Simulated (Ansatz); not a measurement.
Isolated molecules relaxed with PBE0-D4/def2-TZVP in Ansatz; ΔE leaves out vibrations. CBS: MP2 limit from def2 TZ/QZ plus the TZ coupled-cluster correction, frozen cores. This one scheme is used for every species. Functionals use def2-TZVPP. B3LYP here is the variant with VWN-RPA as its local correlation; programs differ in this. Each species was taken in one conformer, which may not be the lowest.

Reaction (cleavage of the P–Si bond): `C[SiH2]P` + dimethylamine → `CN(C)P` + `C[SiH3]`

```
             level  ΔE (kJ/mol)  difference from CCSD(T)/CBS
         revPBE-D4         40.9                          4.2
        r2SCANh-D4         42.1                          5.4
      CAM-B3LYP-D4         29.7                         -7.0
            B2PLYP         34.3                         -2.4
          PBE-QIDH         39.5                          2.8
              BLYP         38.3                          1.6
             B3LYP         37.1                          0.4
         CAM-B3LYP         31.3                         -5.4
           LC-ωPBE         39.5                          2.8
RPA@PBE/def2-TZVPP         30.1                         -6.6
       HF/def2-SVP         33.5                         -3.2
      MP2/def2-SVP         33.4                         -3.3
     CCSD/def2-SVP         35.2                         -1.5
CCSD(T)/def2-TZVPP         35.1                         -1.6
     HF/def2-QZVPP         28.3                         -8.4
      HF/CBS(def2)         28.2                         -8.5
       CCSD(T)/CBS         36.7                            0
```

Largest T1 diagnostic among the species: 0.012.

Leaving LDA and LC-ωPBE aside and taking each functional with its dispersion term where it has one, the values, not all of them listed here, spread over 15.4 kJ/mol, from CAM-B3LYP-D4 to PBE-D4. LDA lies −9.3 kJ/mol from PBE without D4. From BLYP to BHLYP (50 % exact exchange), in def2-TZVPP and without D4, ΔE moves by −5.1 kJ/mol.
